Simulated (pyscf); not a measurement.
One four-centre exchange on the singlet surface with elements of a group swapped. ωB97M-D3(BJ)/def2-TZVP, eV, from the separated reactants. PySCF, gas phase, ωB97X-D3(BJ)/def2-SVP geometries.

| step | barrier | reaction energy | imaginary mode (i cm⁻¹) |
|---|---|---|---|
| F–Ag + H₂ → AgH + HF | 0.37 | -0.26 | 928 |
| F–Au + H₂ → AuH + HF | (withheld) | (withheld) | 1227 |
| F–Cu + H₂ → CuH + HF | 0.47 | +0.08 | 865 |

**Question.** Fill in the missing entries.

**Answer.** 
- F–Au + H₂ → AuH + HF, barrier: 0.72
- F–Au + H₂ → AuH + HF, reaction energy: -1.33

Row 1: On the product side the descent ends in a complex, 0.29 eV under the separated species and 0.83 eV under the saddle at ωB97X-D3(BJ)/def2-TZVP. Row 2: On the product side the descent ends in a bound adduct, 0.43 eV under the separated species and 2.42 eV under the saddle at ωB97X-D3(BJ)/def2-TZVP. Row 3: On the product side the descent ends in a complex, 0.28 eV under the separated species and 0.56 eV under the saddle at ωB97X-D3(BJ)/def2-TZVP. Each row is the saddle that its search found. Elements past Kr carry the def2 core potentials, without spin-orbit coupling.
